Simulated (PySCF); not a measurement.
Below is a simulated gas-phase C 1s photoelectron spectrum of `C=C(C)CCF`.

Every computed line was given a Gaussian of 0.7 eV full width at half maximum and an area set by the number of equivalent atoms; the highest printed point is 100. Level of theory: delta-SCF UKS SCAN, pcX-2 on the ionised atom, pcseg-1 elsewhere, spin-free X2C (PySCF).

binding energy (eV), intensity and a bar:
```
    288.8          0 
    288.9          0 
    289.0          1 
    289.1          2 #
    289.2          4 #
    289.3          8 ##
    289.4         13 ####
    289.5         21 ######
    289.6         29 #########
    289.7         36 ###########
    289.8         41 ############
    289.9         43 #############
    290.0         43 #############
    290.1         45 #############
    290.2         50 ###############
    290.3         60 ##################
    290.4         74 ######################
    290.5         87 ##########################
    290.6         97 #############################
    290.7        100 ##############################
    290.8         96 #############################
    290.9         85 ##########################
    291.0         71 #####################
    291.1         55 ################
    291.2         39 ############
    291.3         26 ########
    291.4         16 #####
    291.5          9 ###
    291.6          4 #
    291.7          2 #
    291.8          1 
    291.9          0 
    292.0          0 
    292.1          0 
    292.2          1 
    292.3          2 
    292.4          4 #
    292.5          7 ##
    292.6         12 ####
    292.7         19 ######
    292.8         27 ########
    292.9         34 ##########
    293.0         38 ###########
    293.1         38 ###########
    293.2         34 ##########
    293.3         27 ########
    293.4         19 ######
    293.5         12 ####
    293.6          7 ##
    293.7          4 #
    293.8          2 
    293.9          1 
    294.0          0
```

Q: Count the maxima, the lines and the sites behind this envelope.

A: The curve has 2 maxima (at 290.7 and 293.0 eV). Under it lie 5 lines from 5 inequivalent carbon sites. At this width some lines have no maximum of their own.

Q: Decompose the envelope and assign each component. Numbering: `[CH2:1]=[C:2]([CH3:3])[CH2:4][CH2:5][F:6]`.

A: 
```
position (eV)  relative area  line  atoms                      environment
       289.83              1  C 1s     C1             terminal =CH2 carbon
       290.60              1  C 1s     C3                   allylic carbon
       290.61              1  C 1s     C2  fully substituted alkene carbon
       290.97              1  C 1s     C4                   allylic carbon
       293.05              1  C 1s     C5                   sp3 C–F carbon
```

Q: What are the centre and the root-mean-square width of the whole band?

A: The area-weighted mean of the lines is 291.01 eV. Their own spread about it is 1.08 eV (rms) and each Gaussian has σ = 0.7/2.355 = 0.30 eV; the variances add, which gives 1.12 eV.

Lowest listed C 1s: C1, bonded to C (double bond) and 2 H. Highest, 3.22 eV above it: C5, bonded to F, C and 2 H. Summing the Pauling electronegativity differences to the bonded atoms, each weighted by its formal bond order, gives -0.70 for the lowest site and +0.73 for the highest; no listed site has a larger sum than the highest. The smallest sum, -1.05, belongs to C3, 0.77 eV above the lowest. The values 290.60 and 290.61 eV lie too close for their order to be trusted.

The curve has no shake-up lines and no vibrational structure. The unrestricted hole states depart most from a pure doublet (⟨S²⟩ = 0.75; over 0.85 named) for C 1s of C2 (0.86), which makes this value less certain. One conformer (not necessarily the lowest) at the PBE0-D3(BJ)/def2-SVP geometry, without solvent, vibrations or thermal averaging.

The run took 32 s of wall time on an AMD EPYC 9R14 with one thread, on a shared host, and the process peaked at 0.61 GiB of memory.

Shape of the structure used: `[CH2:1]=[C:2]([CH3:3])[CH2:4][CH2:5][F:6]`: C1–C2–C4–C5 -109°, C2–C4–C5–F6 -68°.
